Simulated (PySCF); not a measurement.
# Match the barriers

Saddle point of SiH$_{5}$OF, singlet (SiH₃OF ([OH][SiH2][F]) + H₂ → SiH₄O ([OH][SiH3]) + HF; bonds formed: Si1–H7, F2–H6; bonds broken: Si1–F2, H6–H7), PBE0-D4/def2-TZVP structure:

```
8
angstrom
Si -0.3116 0.3412 -0.1932
F 0.1824 -1.2921 0.8230
H -0.3870 1.1794 -1.4185
H -1.6891 0.1530 0.2993
O 0.8051 1.1741 0.6556
H 0.2021 -1.3680 -0.3853
H 0.0887 -0.9353 -1.2406
H 1.1092 0.7476 1.4599
```

Program: PySCF 2.14 with density fitting (its default auxiliary sets; JK sets also for MP2 and CCSD(T)). Basis: def2-TZVPP, with def2-QZVPP for the basis limit. Cores are frozen in the correlated methods. Extrapolation: Hartree–Fock as exp(−7.88 √X), correlation as X^−2.97. Four methods, as single points on the PBE0-D4 structures, gave these electronic barriers from the start structure: 49.93, 54.50, 60.78, 76.26 kcal/mol.

Question: The methods were, in alphabetical order, CCSD(T), HF, PBE-D4, PBE0-D4. Which gave which? (Judge from chemistry; the calculation decides.)

Answer: By the calculation: PBE-D4 49.93; PBE0-D4 54.50; CCSD(T) 60.78; HF 76.26 kcal/mol. For comparison, CCSD(T) at an estimated basis limit (MP2 extrapolated from triple and quadruple zeta, plus CCSD(T) − MP2 in triple zeta) gives 60.45 kcal/mol.

T1 diagnostic: at most 0.013.

Labels in which every atom is bracketed show which atoms are joined, not bond orders.

For scale, one of the runs: CCSD(T)/def2-TZVPP, 174 basis functions, launched by `OMP_NUM_THREADS=4 python run.py`. The run took 70 s on 4 CPU threads of an Intel Xeon 6975P-C (shared host), with 1.6 GiB of host memory at its peak.
